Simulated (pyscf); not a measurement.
Thermochemistry of product channels of `[O]=[Sn]=[O]` + `[H][H]` on the singlet surface, in eV, from ωB97M-D3(BJ)/def2-TZVP energies (ideal gas, 1 atm, RRHO with modes under 100 cm⁻¹ raised to 100, one conformer, R ln 2 for rigid chiral ones). Structures and frequencies: ωB97X-D3(BJ)/def2-SVP in PySCF.

| products | ΔE | ΔH(298 K) | ΔG(600 K) | ΔG(1200 K) |
|---|---|---|---|---|
| `[O]=[Sn]` [singlet] + `[OH2]` | ? | -2.67 | -2.86 | -2.97 |
| `[O]=[SnH][OH]` | ? | -1.88 | -1.31 | -0.71 |

**Question.** Complete the blanks.

**Answer.** 
- `[O]=[Sn]` [singlet] + `[OH2]`, ΔE: -2.89
- `[O]=[SnH][OH]`, ΔE: -2.02

These are energies of the channels, which say nothing of barriers. O=SnH–OH lies 2.85 eV over its isomer HO–Sn:–OH [singlet], and others may lie lower still (electronic energy, ωB97M-D3(BJ)). Elements past Kr carry the def2 core potentials, without spin-orbit coupling.
